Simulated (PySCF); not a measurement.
Telling isomers of C3H4O apart by NMR

Theoretical values (PySCF): J couplings at B3LYP/pcJ-1, coordinates at the PBE0-D3(BJ)/def2-SVP level, shielding tensors at PBE0/pcSseg-1 (GIAO). Non-relativistic Hamiltonian, equivalent nuclei averaged, no solvent, single conformer.

Chemical shifts δ = σref − σ; TMS for 1H (σref 31.27), 13C (σref 184.41), all at this level. Multiplet labels drop J under 1 Hz and among equivalent protons, and merge close values. Unscaled 3J(H,H) run several per cent high. Shifts are as computed. Against solution values, carbons near 30 ppm lie about +2 ppm off and those near 130 ppm about +5 ppm. Of 1211 compounds with measured shifts, 218 miss one by over three times the rms of a fit or turn the order of signals round; such compounds aren't used in these exercises. OH and NH positions are gas-phase values without hydrogen bonding to other molecules.

(1) Tabulate the signals of `O=C1CC1`, `C#CCO` and their relative energies.

(2) What is the quickest way to tell O=C1CC1 from C#CCO?

## Answers

(1) 
| SMILES | carbon types | δC | δH | E rel. (kcal/mol) |
| --- | --- | --- | --- | --- |
| O=C1CC1 | 1×C 2×CH2 | 213.4, 3.8 | 1.41 (s, 4H) | 0.0 |
| C#CCO | 1×C 1×CH 1×CH2 | 84.2, 79.9, 53.3 | 4.47 (d, 2H), 2.25 (t, 1H), -0.28 (br s, 1H) | 19.3 |

Energies are electronic energies at PBE0/pcSseg-1 on these geometries, without zero-point or thermal terms, each for the one conformer computed, which needn't be the lowest.

(2) Count the carbon signals: 2 against 3. The first has a ketone carbonyl carbon (C) at 213.4 ppm, the second an alkyne carbon (C) at 84.2 ppm. In the proton spectra the most deshielded non-exchanging signals are 1.41 (s, 4H) and 4.47 (d, J = 3.8 Hz, 2H).
